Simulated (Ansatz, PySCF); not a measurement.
The pair A = C2H4 (SMILES C=C) (first 6 atoms), B = C2H2 (SMILES C#C); geometry from S22 set.
(charge 0, multiplicity 1):
```xyz
10

C      0.0000    -0.6676    -2.1247
C      0.0000     0.6676    -2.1247
H      0.9236    -1.2323    -2.1262
H     -0.9236    -1.2323    -2.1262
H     -0.9236     1.2323    -2.1262
H      0.9236     1.2323    -2.1262
C      0.0000     0.0000     2.9005
C      0.0000     0.0000     1.6932
H      0.0000     0.0000     0.6274
H      0.0000     0.0000     3.9639
```

Cores are frozen in the correlated methods. Rows in 6-31G* carry no dispersion term and start afresh at each structure (6-31G* with six Cartesian d functions).

Run with Ansatz (Gaussian orbitals); PySCF for 6-31G* rows. 

Total energies (hartree), monomers frozen at their geometry in the pair:

| structure | HF/6-31G* | MP2/aug-cc-pVDZ | CCSD(T)/aug-cc-pVDZ |
|---|---|---|---|
| AB | -154.8498650 | -155.4241810 | -155.4926624 |
| A in the pair's basis | -78.0320765 | -78.3295969 | -78.3699749 |
| B in the pair's basis | -76.8167422 | -77.0923714 | -77.1207369 |
| A | -78.0311446 | -78.3283897 | -78.3686934 |
| B | -76.8166560 | -77.0917623 | -77.1201287 |

Question: Work out the interaction energy without and with the counterpoise correction, and the superposition error, for each level.

Answer: 
E(AB) − E(A) − E(B), times 627.509 kcal/mol, with the monomers in their own basis and then in the pair's basis:
- HF/6-31G*: -1.30 uncorrected, -0.66 corrected; the monomers gain 0.64 kcal/mol from borrowed functions
- MP2/aug-cc-pVDZ: -2.53 uncorrected, -1.39 corrected; the monomers gain 1.14 kcal/mol from borrowed functions
- CCSD(T)/aug-cc-pVDZ: -2.41 uncorrected, -1.22 corrected; the monomers gain 1.19 kcal/mol from borrowed functions

Ansatz is a quantum-chemistry and plane-wave program.
